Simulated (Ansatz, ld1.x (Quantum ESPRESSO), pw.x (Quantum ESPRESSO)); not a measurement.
## hafnium: one change to the TM potential, in the atom and in the diamond crystal

```
Element                 : hafnium (Hf)
Generator               : ld1.x (Quantum ESPRESSO) 7.5
Type                    : norm-conserving Troullier–Martins (Kleinman–Bylander form)
Functional              : PBEsol
Relativity              : scalar-relativistic
Frozen core             : [Xe] 4f14
Valence charge          : 4
Reference configuration : 5d3 6s1 6p0
Partial waves           : 6s (bound): rc 3.05 bohr; 6p (bound, empty): rc 3.15 bohr; 5d (bound): rc 2.25 bohr; 5f channel at 0.05 Ry: rc 2.70 bohr
Local potential         : all-electron potential smoothed inside 3.00 bohr (lloc = -1)
Core correction         : none
```

Change: wave 6p (bound): rc 3.15 bohr becomes 6p (bound): rc 3.78 bohr.

Cutoffs, loose and tight: the cutoffs (Ry, on a coarse ladder) from which the occupation-weighted sum of valence levels, in a spherical-Bessel basis at the reference potential, stays within 10 and 1 mRy of its value at 400 Ry. They do not see the model core or the augmentation charge, which bear on the density cutoff. Test errors are all-electron minus pseudo excitation energies from the reference, over the configurations 5d2 6s2 6p0; 5d2 6s1 6p0; 5d2 6s0 6p0; 5d2 6s1.5 6p0; 5d1 6s2 6p0; 5d2 6s1 6p1; 5d2.5 6s1.5 6p0; variants that change the core or the reference have their own tests.

Crystal test: diamond Hf in pw.x 7.5, no spin, 8³ k-points, Fermi–Dirac smearing 0.01 Ry, cutoffs set for each file from its atomic test. The reference is all-electron LAPW (Ansatz 0.2.0) with the same functional, mesh and smearing; V0 and B0 come from Birch–Murnaghan fits to the pressures at five volumes. Errors are pseudo minus all-electron; Δ is the rms difference of the E(V) curves that follow from these fits, minima aligned, over ±6 % about the mean V0. Mesh and smearing are coarse, so the numbers serve the comparison and aren't converged zero-temperature values; the lattice is a test structure that the element need not adopt.

All-electron: a0 = 6.385 Å (V0 = 32.54 Å³/atom), B0 = 29.5 GPa.

Task: Does the change bring the crystal closer to the all-electron result?

Result: The mean pressure error goes from -0.16 to -0.22 GPa, so the change moves the solid further from the all-electron pressures.

```tsv
quantity	base	changed
outcome (atom)	generated	generated
cutoff, loose (atom)	25 Ry	25 Ry
cutoff, tight (atom)	30 Ry	30 Ry
bound ghosts (atom)	none	none
largest test error (meV) (atom)	+97	+97
cutoffs in pw.x (Ry)	40/160	40/160
a0 (Å)	6.374	6.369
a0 error (%)	-0.17	-0.25
B0 error (%)	-14.1	-14.2
Δ (meV/atom)	1.3	1.8
mean pressure error (GPa)	-0.16	-0.22
```

Base: The largest radius (3.15 bohr) exceeds half the bond length (2.61 bohr), so the spheres overlap, which is one possible source of error among others. This is a poor potential for the solid. The logarithmic derivative shows an extra or strongly shifted pseudo pole above the reference energy (s near 1.37 Ry). Changed file: The largest radius (3.78 bohr) exceeds half the bond length (2.61 bohr), so the spheres overlap, which is one possible source of error among others. This is a poor potential for the solid. The logarithmic derivative shows an extra or strongly shifted pseudo pole above the reference energy (s near 1.08 Ry). The atomic cutoffs weigh occupied waves only.
